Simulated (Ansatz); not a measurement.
# C5H10: up Jacob's ladder to CCSD(T)

One table from this session's results is given with a row withheld; the runs are named, their logs left out.

Computed with Ansatz 0.2.0, Gaussian basis. Level: functionals in def2-TZVPP, the program's frozen cores in correlated methods.

The runs, in order: PBE-D4, r2SCAN-D4, PBE0-D4, B3LYP-D4, ωB97X-V, ωB97M-V, B2PLYP; CCSD(T)/def2-TZVPP; MP2/def2-QZVPP; extrapolation to the limit.

2 further runs of the same task are left out: 2 set aside as unsound or not needed.

### The geometry

All runs share one geometry, relaxed beforehand with PBE0-D4 in a triple-zeta def2 set.

15 atoms, charge 0, spin multiplicity 1.

Atoms are counted from 1 here; the program's logs count them from 0.

Bond lengths: C1–C2 1.326 Å, C1–H6 1.084 Å, C1–H7 1.084 Å, C2–C3 1.499 Å, C2–H8 1.089 Å, C3–C4 1.518 Å, C3–C5 1.528 Å, C3–H9 1.100 Å, C4–H10 1.094 Å, C4–H11 1.092 Å, C4–H12 1.092 Å, C5–H13 1.093 Å, C5–H14 1.093 Å, C5–H15 1.093 Å. Angles: C2–C1–H6 122.2°, C2–C1–H7 121.1°, H6–C1–H7 116.7°, C1–C2–C3 126.9°, C1–C2–H8 118.4°, C3–C2–H8 114.6°, C2–C3–C4 113.9°, C2–C3–C5 109.8°, C2–C3–H9 106.6°, C4–C3–C5 111.1°, C4–C3–H9 108.0°, C5–C3–H9 107.0°, C3–C4–H10 111.0°, C3–C4–H11 110.4°, C3–C4–H12 111.7°, H10–C4–H11 107.6°, H10–C4–H12 108.0°, H11–C4–H12 107.9° and more.

The first run:

File in.yaml:

```yaml
crystal:
  periodic: [false, false, false]
  atoms:
    - {symbol: C, position_ang: [-1.250876, 0.746216, 1.495756]}
    - {symbol: C, position_ang: [-1.142870, 0.431199, 0.212465]}
    - {symbol: C, position_ang: [-0.074003, -0.405822, -0.422737]}
    - {symbol: C, position_ang: [0.942190, -0.957724, 0.561096]}
    - {symbol: C, position_ang: [0.610617, 0.385656, -1.536125]}
    - {symbol: H, position_ang: [-0.542605, 0.395956, 2.238341]}
    - {symbol: H, position_ang: [-2.061570, 1.370907, 1.852090]}
    - {symbol: H, position_ang: [-1.888347, 0.818850, -0.481008]}
    - {symbol: H, position_ang: [-0.583499, -1.256610, -0.898293]}
    - {symbol: H, position_ang: [1.489468, -0.149158, 1.054277]}
    - {symbol: H, position_ang: [1.672261, -1.584265, 0.043796]}
    - {symbol: H, position_ang: [0.466611, -1.564446, 1.334910]}
    - {symbol: H, position_ang: [1.328999, -0.238519, -2.073299]}
    - {symbol: H, position_ang: [1.148321, 1.242631, -1.121156]}
    - {symbol: H, position_ang: [-0.114687, 0.765118, -2.260112]}
basis:
  gaussian: {orbitals: def2-TZVPP}
hamiltonian: {xc: pbe, dispersion: d4}
output: {forces: true, orbitals: {seedname: orbitals}}
```

On the command line:

```
$ ansatz run in.yaml --threads 2 --pin off --events-out ev --progress --plain --max-ram 32768MiB --backend cuda --devices 0, --max-vram 18GiB
```

Steps of the session up to this table: PBE-D4 (GGA); r2SCAN-D4 (meta-GGA); PBE0-D4 (hybrid); B3LYP-D4 (hybrid); ωB97X-V (range-separated); ωB97M-V (range-separated); B2PLYP (double hybrid); CCSD(T) in def2-TZVPP; MP2 in def2-QZVPP.

One table of the session follows, with a row left open; its other results are not shown here.

It belongs to the step «Atomisation energies». 

| method | atoms, summed (eV) | atomisation energy (kJ/mol) |
| --- | --- | --- |
| PBE-D4 | -5278.356 | 6180.3 |
| r2SCAN-D4 | -5283.468 | 6078.8 |
| PBE0-D4 | ? | ? |
| B3LYP-D4 | -5287.687 | 6076.7 |
| ωB97X-V | -5285.482 | 6066.4 |
| ωB97M-V | -5283.718 | 6080.5 |
| B2PLYP | -5282.309 | 6016.1 |
| HF/def2-TZVPP | -5264.328 | 4608.3 |
| MP2/def2-TZVPP | -5273.323 | 5996.8 |
| CCSD/def2-TZVPP | -5276.100 | 5868.6 |
| CCSD(T)/def2-TZVPP | -5276.376 | 5941.3 |
| MP2/CBS | -5274.859 | 6119.9 |
| CCSD(T)/CBS | -5277.912 | 6064.4 |

**Question.** Estimate the row for PBE0-D4.

The run gave: atoms, summed (eV): -5280.022; atomisation energy (kJ/mol): 6110.7. In the column «atoms, summed (eV)» it lies between B2PLYP (-5282.309) and PBE-D4 (-5278.356).

To keep in mind: Free atoms (5 C, 10 H) were run apart at each level; the atomisation energy is their sum less the molecule, without zero-point or spin-orbit terms.
